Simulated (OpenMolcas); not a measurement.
**A ladder of methods for SiNH5 (SMILES [SiH3]N)**

SiNH5: 7 atoms, total charge 0, spin state singlet. As SMILES, `[SiH3]N`. The coordinates come from a PBE0-D4/def2-TZVP relaxation.

Quantity: the dipole moment, in D. The values are calculated.

| level | kind | program | value (D) | CPU time |
| --- | --- | --- | --- | --- |
| HF/def2-TZVP | Hartree–Fock | OpenMolcas | 1.36 | 11 s |
| PBE/def2-TZVP | GGA | OpenMolcas | 1.39 | 34 s |
| revPBE/def2-TZVP | GGA | OpenMolcas | 1.39 | 35 s |
| M06-L/def2-TZVP | meta-GGA | OpenMolcas | 1.39 | 56 s |
| TPSS/def2-TZVP | meta-GGA | OpenMolcas | 1.38 | 52 s |
| r2SCAN/def2-TZVP | meta-GGA | OpenMolcas | 1.41 | 48 s |
| B3LYP/def2-TZVP | global hybrid | OpenMolcas | 1.36 | 34 s |
| PBE0/def2-TZVP | global hybrid | OpenMolcas | 1.37 | 33 s |

The values span 1.36 to 1.41 D. Magnitudes only. Times are those of the runs behind each value, whatever else they computed, on shared processors of several kinds: orders of magnitude only.
